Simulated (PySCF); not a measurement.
From one molecule to another.

First species: C₇H₄FN.
Structure used (GFN2-xTB), in Å, numbered top down from 1:
```xyz
13
C7H4FN angstrom
C     -2.532   -0.789    0.412
C     -1.267   -0.425    0.209
C     -0.839    0.948    0.105
F     -1.802    1.881    0.235
C      0.420    1.378   -0.107
C      1.505    0.519   -0.253
C      2.477   -0.197   -0.384
C      3.554   -1.011   -0.524
N      4.465   -1.705   -0.639
H     -3.318   -0.060    0.513
H     -2.815   -1.824    0.481
H     -0.475   -1.153    0.105
H      0.622    2.439   -0.170
```

Second species: methanimine, CH3N.
Geometry (GFN2-xTB, Å), atoms numbered from 1 in this order:
```xyz
5
CH3N angstrom
C     -0.3882    0.0078   -0.1751
N      0.7362   -0.5328   -0.2214
H     -0.6150    1.0610   -0.3748
H     -1.2354   -0.6144    0.0873
H      1.5111    0.0812   -0.4716
```

Levels: PBE0/pcSseg-1 for dipole moment, HOMO energy, LUMO energy and HOMO–LUMO gap; GFN2-xTB for rotational constant A and rotational constant C. Geometries: GFN2-xTB. All species are isolated and taken at one optimised geometry, non-relativistic unless stated. Electronic properties by PySCF.

The conformers computed, where there is a choice (atom-mapped SMILES and torsion angles):
- `[CH2:1]=[CH:2]/[C:3]([F:4])=[CH:5]\[C:6]#[C:7][C:8]#[N:9]`: C1–C2–C3–F4 0°

```tsv
property	column X	column Y
dipole moment	1.97 D	4.59 D
HOMO energy	-7.49 eV	-7.33 eV
LUMO energy	-0.21 eV	-2.70 eV
HOMO–LUMO gap	7.28 eV	4.63 eV
rotational constant A	205.541 GHz	4.314 GHz
rotational constant C	30.195 GHz	0.575 GHz
```

(1) Which column belongs to which species?

(2) How does each property change from the first species to the second?

## Answers

(1) Column X is the second species and column Y the first. The first has 13 atoms and 62 electrons, the second 5 and 16.

(2) dipole moment -2.62 D; HOMO energy -0.16 eV; LUMO energy +2.49 eV; HOMO–LUMO gap +2.65 eV; rotational constant A +201.227 GHz; rotational constant C +29.620 GHz.

On the first: The dipole equals about 15.3 × 10⁻³⁰ C·m (1 D = 3.33564 × 10⁻³⁰ C·m). A dipole of 4.59 D is allowed in Cs, and pure rotational transitions are dipole-allowed.

On the second: The dipole equals about 6.6 × 10⁻³⁰ C·m (1 D = 3.33564 × 10⁻³⁰ C·m).
